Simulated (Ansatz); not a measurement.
Zinc-blende BAs was calculated with r²SCAN (plane waves, PAW; Ansatz, an electronic-structure program).

The same calculation (at the measured cell, 13.626 Å³/atom) with different numerical settings:

```tsv
run	k mesh	gap on the mesh (eV)	total energy (eV/atom)	rough time
1	4×4×4	1.592	-2510.5810	under 3 core-s
2	6×6×6	1.464	-2510.6618	under 3 core-s
3	8×8×8	1.381	-2510.6700	under 3 core-s
4	12×12×12	1.380	-2510.6712	5 core-s
5	16×16×16	1.382	-2510.6712	9 core-s
6	20×20×20	1.370	-2510.6712	10 core-s
```

In the column total energy (eV/atom) the first row differs from the last by +0.0902 and the next to last by 0.0000.

The last row is no converged limit: other settings stay fixed.

Spin–orbit coupling is not included.
